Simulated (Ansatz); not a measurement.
The cation of P₂ at the neutral geometry.

```yaml
crystal:
  periodic: [false, false, false]
  atoms:
    - {symbol: P, position_ang: [-0.000000, 0.000000, 0.940842]}
    - {symbol: P, position_ang: [0.000000, -0.000000, -0.940842]}
basis:
  gaussian: {orbitals: def2-TZVPP}
total_charge: 1
magnetization: {spin_polarized: true, initial_magnetization: 1}
hamiltonian: {xc: {name: B3LYP}, dispersion: d4}
```

```sh
$ ansatz run in.yaml --threads 2 --pin off --events-out ev --progress --plain --max-ram 32768MiB --backend cpu
```

It prints (some lines left out):

```
Functional definition: B3LYP
  name "B3LYP"
  cite "Stephens, Devlin, Chabalowski & Frisch, J. Phys. Chem. 98, 11623 (1994) doi:10.1021/j100096a001"
  cite "Becke, Phys. Rev. A 38, 3098 (1988) doi:10.1103/PhysRevA.38.3098"
  cite "Lee, Yang & Parr, Phys. Rev. B 37, 785 (1988) doi:10.1103/PhysRevB.37.785"
  cite "Vosko, Wilk & Nusair, Can. J. Phys. 58, 1200 (1980) doi:10.1139/p80-159"
  parameter a0 = 0.2
  parameter ax = 0.72
  parameter ac = 0.81
  exchange = (1 - a0 - ax)*slater_x + ax*b88_x + a0*exact_x
  correlation = (1 - ac)*vwn_rpa_c + ac*lyp_c
594 factors; their error is unknown
mean field evaluation 1: about -18564.7854 eV, gradient 2.4e1 eV
mean field evaluation 2: about -18564.9093 eV, gradient 2.5e1 eV
mean field evaluation 4: about -18567.7216 eV, gradient 2.4e-1 eV
mean field evaluation 8: about -18567.7241 eV, gradient 1.5e-3 eV
mean field evaluation 32: about -18568.0003 eV, gradient 2.0e-5 eV
mean field -18568.00027550 eV, -682.3614242820 hartree, gradient 1.0e-6 eV, S^2 0.752898; 6 other end points of the search recorded, 0 dependent functions left out
reference -18568.00045023 eV, -682.3614307033 hartree; 15, 14 occupied and 69, 70 virtual orbitals, 594 factors
Total energy: -18568.07034505 eV, -682.3639992906 hartree
```

Run time 6.5 s (2 threads of an AMD EPYC 7R13 on a shared host); peak host memory 0.22 GiB.
